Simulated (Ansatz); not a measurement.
Reaction (SMILES): ClCl (Cl2) + [H][H] (H2) → 2 Cl (HCl)
B3LYP-D3(BJ)/def2-TZVP geometries, fixed; electronic energies without zero-point terms.

How fast the energy of full hydrogenation converges with the basis for several methods (Ansatz, a quantum-chemistry and plane-wave program): deviation from each method's own reference, in kcal/mol. References: B2PLYP -45.52 kcal/mol, the value in aug-cc-pV(5+d)Z; CCSD(T) -46.33 kcal/mol, Hartree-Fock in aug-cc-pV(Q+d)Z plus the correlation part extrapolated as X^-3 from aug-cc-pV(T+d)Z and aug-cc-pV(Q+d)Z; HF -51.14 kcal/mol, the value in pcseg-4; MP2 -47.51 kcal/mol, Hartree-Fock in aug-cc-pV(Q+d)Z plus the correlation part extrapolated as X^-3 from aug-cc-pV(T+d)Z and aug-cc-pV(Q+d)Z; PBE -42.59 kcal/mol, the value in aug-cc-pV(5+d)Z; PBE0 -45.94 kcal/mol, the value in aug-cc-pV(5+d)Z. All functions are spherical. In correlated methods cores are frozen. No added dispersion term, no relativity. 

| basis | functions | B2PLYP | CCSD(T) | HF | MP2 | PBE | PBE0 |
|---|---|---|---|---|---|---|---|
| def2-SVP | 36 | -3.42 | -4.93 | (withheld) | -5.85 | -2.52 | -3.36 |
| 6-311++G(2d,2p) | 70 | -3.00 | -3.58 | (withheld) | -4.04 | -2.47 | -2.55 |
| 6-311++G(3df,3pd) | 94 | -2.41 | -3.43 | (withheld) | -3.69 | -1.88 | -1.92 |
| jun-cc-pV(T+d)Z | 96 | -0.86 | -1.18 | (withheld) | -1.40 | -0.53 | -0.56 |
| aug-pcseg-2 | 100 | -0.76 | -0.91 | (withheld) | -1.24 | -0.57 | -0.52 |
| aug-cc-pV(T+d)Z | 110 | -0.77 | -1.29 | (withheld) | -1.41 | -0.47 | -0.45 |
| aug-pcseg-3 | 178 | -0.03 | -0.10 | (withheld) | -0.07 | 0.01 | 0.00 |
| aug-cc-pV(Q+d)Z | 178 | -0.26 | -0.44 | (withheld) | -0.49 | -0.13 | -0.13 |

Q: Fill in the missing entries.

A: 
- def2-SVP, HF: -4.37
- 6-311++G(2d,2p), HF: -2.73
- 6-311++G(3df,3pd), HF: -1.98
- jun-cc-pV(T+d)Z, HF: -0.61
- aug-pcseg-2, HF: -0.43
- aug-cc-pV(T+d)Z, HF: -0.46
- aug-pcseg-3, HF: -0.03
- aug-cc-pV(Q+d)Z, HF: -0.21

Mean absolute deviation over 6-311++G(2d,2p), 6-311++G(3df,3pd), jun-cc-pV(T+d)Z, aug-pcseg-2, aug-cc-pV(T+d)Z: PBE 1.18, PBE0 1.20, HF 1.24, B2PLYP 1.56, CCSD(T) 2.08, MP2 2.36 kcal/mol.
